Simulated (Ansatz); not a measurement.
Geometry optimisation, RKS PBE0-D4/def2-SVP (Ansatz).

input.yaml

```yaml
crystal:
  periodic: [false, false, false]
  atoms:
    - { symbol: B, position_ang: [0.02343, 0.427627, 0.050775] }
    - { symbol: Cl, position_ang: [-0.222609, 0.793588, 1.82212] }
    - { symbol: H, position_ang: [1.1487, 0.483189, -0.364847] }
    - { symbol: H, position_ang: [-0.966942, 0.329459, -0.621663] }
    - { symbol: "N", position_ang: [0.107266, -2.20611, 0.766361] }
    - { symbol: H, position_ang: [-0.565727, -2.925029, 0.510863] }
    - { symbol: H, position_ang: [1.00561, -2.654475, 0.931833] }
    - { symbol: H, position_ang: [-0.197828, -1.777049, 1.659058] }
basis:
  gaussian: { orbitals: def2-SVP }
hamiltonian:
  xc: pbe0
  dispersion: d4
relax:
  f_tol: 0.03
  max_steps: 50
```

Run as:

```bash
$ ansatz run input.yaml --threads 1 --pin off --max-ram 2048MiB --backend cpu --events-out ev --progress --plain --runs-dir out
```

Question: Where does it end, and by what steps?

Answer: It converged. The force dipped under the threshold on the way, but the program's further checks kept it going. After 15 steps the energy has fallen by 1.233 eV; H6 moved furthest, 0.89 Å. Joined: B1–N5 (2.73 → 1.62 Å).

```json
{"step": "0", "energy less start (eV)": "0.0000", "largest force component (eV/Å)": "1.160", "accepted": "yes"}
{"step": "1", "energy less start (eV)": "-0.2001", "largest force component (eV/Å)": "0.831", "accepted": "yes"}
{"step": "2", "energy less start (eV)": "-0.5060", "largest force component (eV/Å)": "0.879", "accepted": "yes"}
{"step": "3", "energy less start (eV)": "-1.0035", "largest force component (eV/Å)": "0.682", "accepted": "yes"}
{"step": "4", "energy less start (eV)": "-0.7940", "largest force component (eV/Å)": "4.710", "accepted": "no"}
{"step": "5", "energy less start (eV)": "-1.1260", "largest force component (eV/Å)": "0.241", "accepted": "yes"}
{"step": "6", "energy less start (eV)": "-1.1664", "largest force component (eV/Å)": "0.174", "accepted": "yes"}
{"step": "7", "energy less start (eV)": "-1.1999", "largest force component (eV/Å)": "0.171", "accepted": "yes"}
{"step": "8", "energy less start (eV)": "-1.1985", "largest force component (eV/Å)": "0.765", "accepted": "no"}
{"step": "9", "energy less start (eV)": "-1.2178", "largest force component (eV/Å)": "0.094", "accepted": "yes"}
{"step": "10", "energy less start (eV)": "-1.2293", "largest force component (eV/Å)": "0.056", "accepted": "yes"}
{"step": "11", "energy less start (eV)": "-1.2182", "largest force component (eV/Å)": "0.453", "accepted": "no"}
{"step": "12", "energy less start (eV)": "-1.2325", "largest force component (eV/Å)": "0.014", "accepted": "yes"}
{"step": "13", "energy less start (eV)": "-1.2330", "largest force component (eV/Å)": "0.069", "accepted": "yes"}
{"step": "14", "energy less start (eV)": "-1.2313", "largest force component (eV/Å)": "0.193", "accepted": "no"}
{"step": "15", "energy less start (eV)": "-1.2332", "largest force component (eV/Å)": "0.001", "accepted": "yes"}
```

```xyz
8
Properties=species:S:1:pos:R:3
B 0.006 -0.199 0.257
Cl 0.243 0.776 1.818
H 0.937 -0.077 -0.519
H -1.098 -0.043 -0.231
N 0.052 -1.742 0.764
H -0.068 -2.397 -0.011
H 0.945 -1.936 1.223
H -0.685 -1.909 1.453
```

Whether the end is a true minimum wasn't checked by a vibrational analysis.

Run time: 45 s on 1 thread of Arm Neoverse V1, on a shared host, peak memory 0.14 GiB.
